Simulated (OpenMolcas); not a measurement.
How basis sets differ on C2H5B (SMILES BC=C)

The species is C2H5B (8 atoms), meant as a singlet with charge 0. SMILES: `BC=C`. The coordinates come from a PBE0-D4/def2-TZVP relaxation.

Quantity: the HOMO–LUMO gap, in eV. The values are calculated.

```json
{"level": "HF/ANO-R0 (sfX2C)", "kind": "Hartree–Fock", "program": "OpenMolcas", "value (eV)": "13.04"}
{"level": "HF/STO-3G", "kind": "Hartree–Fock", "program": "OpenMolcas", "value (eV)": "14.57"}
{"level": "HF/3-21G", "kind": "Hartree–Fock", "program": "OpenMolcas", "value (eV)": "12.65"}
{"level": "HF/6-31G** (RICD fitting, Cartesian functions)", "kind": "Hartree–Fock", "program": "OpenMolcas", "value (eV)": "12.67"}
{"level": "HF/6-311+G**", "kind": "Hartree–Fock", "program": "OpenMolcas", "value (eV)": "11.92"}
```

The values span 11.92 to 14.57 eV. A Hartree–Fock LUMO above zero doesn't converge with the basis: it sinks as sets grow more diffuse. Orbital gaps aren't excitation energies.
